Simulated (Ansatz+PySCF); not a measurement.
Results of a calculation; reference values are marked as such.
Input for Ansatz (development build ahead of 0.2.0):

```yaml
crystal:
  periodic: [false, false, false]
  atoms:
    - { symbol: F, position_ang: [0.0, 0.0, 0.0] }
    - { symbol: O, position_ang: [10.0, 0.0, -0.11966] }
    - { symbol: H, position_ang: [10.0, 0.75417, 0.47865] }
    - { symbol: H, position_ang: [10.0, -0.75417, 0.47865] }
basis:
  gaussian: { orbitals: STO-3G }
total_charge: -1
magnetization:
  spin_polarized: true
hamiltonian:
  xc: hf
correlation:
  method: mp2
  frozen_orbitals: { F: 1, H: 0, O: 1 }
output:
  forces: true
```

The input is written out in the form of the current development build from the run's settings.

Results

```
Converged                       : yes
Reference energy                : -172.57719 hartree
Correlation energy              : -0.03606 hartree
Total energy                    : -172.61325 hartree
Spin squared of the determinant : 0.000
Stability test                  : minimum
```

Forces (eV/Å):
```json
{"atom": "F1", "Fx": "-0.001", "Fy": "0.000", "Fz": "0.005"}
{"atom": "O2", "Fx": "0.083", "Fy": "0.000", "Fz": "-4.354"}
{"atom": "H3", "Fx": "-0.041", "Fy": "1.800", "Fz": "2.175"}
{"atom": "H4", "Fx": "-0.041", "Fy": "-1.800", "Fz": "2.175"}
```

Caution: no diffuse functions for an anion.
